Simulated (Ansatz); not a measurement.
Molecular dynamics of C$_{2}$H$_{2}$N$_{2}$O

input.yaml

```yaml
crystal:
  periodic: [false, false, false]
  atoms:
    - { symbol: "N", position_ang: [-1.171035, 1.06335, -1.007155] }
    - { symbol: C, position_ang: [-0.356357, 0.329817, -0.318929] }
    - { symbol: "N", position_ang: [-0.185955, -1.091056, 0.293712] }
    - { symbol: C, position_ang: [0.995314, -0.581174, 0.709716] }
    - { symbol: O, position_ang: [0.974625, 0.766683, 0.200706] }
    - { symbol: H, position_ang: [-2.027045, 0.448298, -1.217817] }
    - { symbol: H, position_ang: [1.831654, -1.003918, 1.294067] }
magnetization:
  spin_polarized: true
basis:
  gaussian: { orbitals: STO-3G }
hamiltonian:
  xc: b3lyp
  dispersion: d4
md:
  timestep: 0.5
  n_steps: 355
  ensemble: nvt_nose_hoover
  temperature: 300.0
  initial_velocities: maxwell_boltzmann
  seed: 646634
  nose_hoover: { tau: 50.0, chain_length: 3 }
  temperature_schedule:
    - { n_steps: 88, end_temperature: 300.0 }
    - { n_steps: 266, end_temperature: 10.0 }
```

Command:

```bash
$ ansatz run input.yaml --threads 1 --pin off --max-ram 2048MiB --backend cpu --events-out ev --progress --plain --runs-dir out
```

It starts from a relaxed structure.

Output, in part (step lines, the closing report, with atoms numbered from 0):

```
md step     0: t =     0.00 fs  T =   300.0 K (target 300.0 K)  F+E_penalty+E_count = -7037.25358370 eV  E_kin = 0.193890 eV  conserved = -7037.05969370 eV  (29 SCF iters)
md step     1: t =     0.50 fs  T =   292.4 K (target 300.0 K)  F+E_penalty+E_count = -7037.24855972 eV  E_kin = 0.188950 eV  conserved = -7037.05961028 eV  (35 SCF iters)
md step     2: t =     1.00 fs  T =   271.4 K (target 300.0 K)  F+E_penalty+E_count = -7037.23482434 eV  E_kin = 0.175429 eV  conserved = -7037.05939654 eV  (35 SCF iters)
md step     3: t =     1.50 fs  T =   242.3 K (target 300.0 K)  F+E_penalty+E_count = -7037.21572074 eV  E_kin = 0.156591 eV  conserved = -7037.05913585 eV  (35 SCF iters)
md step     4: t =     2.00 fs  T =   211.2 K (target 300.0 K)  F+E_penalty+E_count = -7037.19536242 eV  E_kin = 0.136471 eV  conserved = -7037.05890678 eV  (36 SCF iters)
md step     5: t =     2.50 fs  T =   183.6 K (target 300.0 K)  F+E_penalty+E_count = -7037.17738631 eV  E_kin = 0.118653 eV  conserved = -7037.05876410 eV  (27 SCF iters)
md step     6: t =     3.00 fs  T =   163.1 K (target 300.0 K)  F+E_penalty+E_count = -7037.16406257 eV  E_kin = 0.105382 eV  conserved = -7037.05873388 eV  (26 SCF iters)
md step     7: t =     3.50 fs  T =   150.3 K (target 300.0 K)  F+E_penalty+E_count = -7037.15587047 eV  E_kin = 0.097140 eV  conserved = -7037.05881284 eV  (28 SCF iters)
[... lines left out ...]
md step   352: t =   176.00 fs  T =   129.5 K (target 12.7 K)  F+E_penalty+E_count = -7037.17441445 eV  E_kin = 0.083680 eV  conserved = -7037.05892924 eV  (28 SCF iters)
md step   353: t =   176.50 fs  T =   133.1 K (target 11.6 K)  F+E_penalty+E_count = -7037.17929178 eV  E_kin = 0.086004 eV  conserved = -7037.05906801 eV  (28 SCF iters)
md step   354: t =   177.00 fs  T =   138.1 K (target 10.5 K)  F+E_penalty+E_count = -7037.18532573 eV  E_kin = 0.089272 eV  conserved = -7037.05924172 eV  (35 SCF iters)
md step   355: t =   177.50 fs  T =   140.7 K (target 10.0 K)  F+E_penalty+E_count = -7037.18991873 eV  E_kin = 0.090933 eV  conserved = -7037.05939096 eV  (30 SCF iters)
Total energy: -7037.19005954 eV, -258.6119647095 hartree
Atom 0 at    -1.188899     1.083085    -0.976795 Å, force     0.922865    -0.873243     0.134072 eV/Å
Atom 1 at    -0.337385     0.300214    -0.348371 Å, force    -1.429493     1.208680    -0.829973 eV/Å
Atom 2 at    -0.176898    -1.090705     0.284907 Å, force    -0.084333    -0.424515     0.053938 eV/Å
Atom 3 at     0.979729    -0.560440     0.743570 Å, force     0.306763    -0.681490     0.106374 eV/Å
Atom 4 at     0.982290     0.753058     0.180032 Å, force     0.095123     0.524971     0.090540 eV/Å
Atom 5 at    -2.031773     0.483167    -1.301817 Å, force     0.307335     0.043468     0.482267 eV/Å
Atom 6 at     1.796747    -0.995973     1.354118 Å, force    -0.118260     0.202129    -0.037217 eV/Å
Dipole moment:     0.108685    -0.176045     0.100281 e Å
```

The steps, from the saved trajectory:

| time (fs) | T (K) | potential energy less start (eV) | conserved less start (meV/atom) |
| --- | --- | --- | --- |
| 0.0 | 300 | 0.000 | 0.00 |
| 5.5 | 121 | 0.117 | 0.06 |
| 11.0 | 147 | 0.101 | 0.08 |
| 16.5 | 178 | 0.084 | 0.11 |
| 22.0 | 109 | 0.134 | 0.16 |
| 27.5 | 156 | 0.108 | 0.09 |
| 33.0 | 110 | 0.143 | 0.11 |
| 38.5 | 271 | 0.049 | 0.02 |
| 44.0 | 204 | 0.106 | 0.03 |
| 49.5 | 107 | 0.179 | 0.17 |
| 55.0 | 287 | 0.079 | 0.16 |
| 60.5 | 166 | 0.175 | 0.21 |
| 66.0 | 185 | 0.175 | 0.16 |
| 71.5 | 278 | 0.126 | 0.10 |
| 77.0 | 316 | 0.116 | 0.07 |
| 82.5 | 302 | 0.135 | 0.06 |
| 88.0 | 150 | 0.238 | 0.21 |
| 93.5 | 322 | 0.133 | 0.22 |
| 99.0 | 247 | 0.184 | 0.21 |
| 104.5 | 106 | 0.275 | 0.19 |
| 110.0 | 323 | 0.134 | 0.10 |
| 115.5 | 343 | 0.118 | 0.09 |
| 121.0 | 248 | 0.172 | 0.11 |
| 126.5 | 250 | 0.163 | 0.17 |
| 132.0 | 240 | 0.157 | 0.26 |
| 137.5 | 285 | 0.105 | 0.16 |
| 143.0 | 101 | 0.208 | 0.14 |
| 148.5 | 220 | 0.118 | 0.09 |
| 154.0 | 269 | 0.062 | 0.03 |
| 159.5 | 104 | 0.151 | 0.10 |
| 165.0 | 147 | 0.110 | 0.11 |
| 170.5 | 133 | 0.103 | 0.14 |
| 176.0 | 129 | 0.079 | 0.11 |

The run went to its last step. The conserved energy stayed within 0.3 meV per atom of its start (net change 0.043 meV per atom), so the integration is sound. The schedule's set-point averaged 105 K over the second half and the system 220 K, so it lags behind the ramp. A run of 0.18 ps of so small a system gives no equilibrium averages. Limits of this set-up: minimal basis.

The same pairs are bonded in the first frame and the last. Pairs count as bonded within 1.25 times the sum of covalent radii (0.12 Å more for H–H).

Last frame:

```xyz
7
Properties=species:S:1:pos:R:3
N -1.189 1.083 -0.977
C -0.337 0.300 -0.348
N -0.177 -1.091 0.285
C 0.980 -0.560 0.744
O 0.982 0.753 0.180
H -2.032 0.483 -1.302
H 1.797 -0.996 1.354
```

Time of the run: 14 min on 1 thread of Intel(R) Xeon(R) Platinum 8259CL CPU @ 2.50GHz (Skylake/Cascade Lake) (shared host), peak memory 0.14 GiB.
